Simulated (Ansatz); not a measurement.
A made-up structure of CH₅Al₂, doublet:

Al1  (-1.032, 1.033, -1.273)
C2  (-0.132, 0.482, 0.613)
Al3  (1.094, -1.259, 0.985)
H4  (-0.900, 0.102, -2.538)
H5  (-1.881, 2.376, -1.578)
H6  (-0.337, 1.230, 1.562)
H7  (1.495, -2.240, -0.163)
H8  (1.692, -1.724, 2.392)
(Å)

It is relaxed with PBE-D4/def2-SVP and then PBE0-D4/def2-TZVP (Ansatz 0.2.0). Atoms count as bonded within 1.22 times the sum of their covalent radii (H–H: 0.88 Å). The end point is not checked to be a true minimum.

**Question.** Does its bonding change? (A judgement: the text doesn't fix the answer.)

**Answer.** The calculation gives: No: no bond forms or breaks.

Where it ends: The first stage lowers the energy by 0.76 eV in 14 steps. It ends as CH₅Al₂ ([AlH2][CH][AlH2]):
Al1  (-1.031, 0.868, -1.081)
C2  (0.041, 0.516, 0.490)
Al3  (1.029, -1.101, 0.849)
H4  (-1.316, -0.339, -2.075)
H5  (-1.613, 2.312, -1.390)
H6  (0.052, 1.306, 1.248)
H7  (2.113, -1.608, -0.196)
H8  (0.725, -1.955, 2.155)
(Å)

Labels in which every atom is bracketed show which atoms are joined, not bond orders.

For scale, one of the runs: PBE0-D4/def2-TZVP relaxation, 135 basis functions, launched by `ansatz run in.yaml --threads 2 --pin off --events-out ev --progress --plain --max-ram 4352MiB`. The run took about 99 s on 2 CPU threads of an Arm Neoverse V1 (shared host).
